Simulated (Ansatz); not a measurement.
# BFH6Si: the cost of one run

Method: RKS PBE0-D4/def2-SVP; program: Ansatz 0.2.0.

## 1. Reference run: BFH6Si, relaxed

Input file input.yaml:

```yaml
crystal:
  periodic: [false, false, false]
  atoms:
    - { symbol: B, position_ang: [-1.110217, 0.214483, -0.292349] }
    - { symbol: Si, position_ang: [0.943528, -0.345673, 0.516168] }
    - { symbol: H, position_ang: [-1.548991, 0.982539, 0.535646] }
    - { symbol: H, position_ang: [-1.602914, -0.849115, -0.598907] }
    - { symbol: H, position_ang: [0.131807, 0.557931, -0.910799] }
    - { symbol: F, position_ang: [-0.662184, 1.05654, -1.676705] }
    - { symbol: H, position_ang: [0.272501, -1.071242, 1.649019] }
    - { symbol: H, position_ang: [1.777384, -1.309131, -0.27981] }
    - { symbol: H, position_ang: [1.799085, 0.763667, 1.057837] }
basis:
  gaussian: { orbitals: def2-SVP }
hamiltonian:
  xc: pbe0
  dispersion: d4
output:
  forces: true
relax:
  f_tol: 0.02
  max_steps: 120
  constraints:
    - { distance: [0, 5] }
    - { distance: [1, 4] }
    - { distance: [0, 1] }
    - { distance: [4, 5] }
  escape_saddle: false
```

Command:

```sh
$ ansatz run input.yaml --threads 1 --pin off --max-ram 2560MiB --backend cpu --events-out ev --progress --plain --runs-dir out
```

**Question.** How long does this run take on 1 thread of Arm Neoverse N1, shared host, and how much memory does it need?

About 16 s, with a peak of 0.14 GiB.
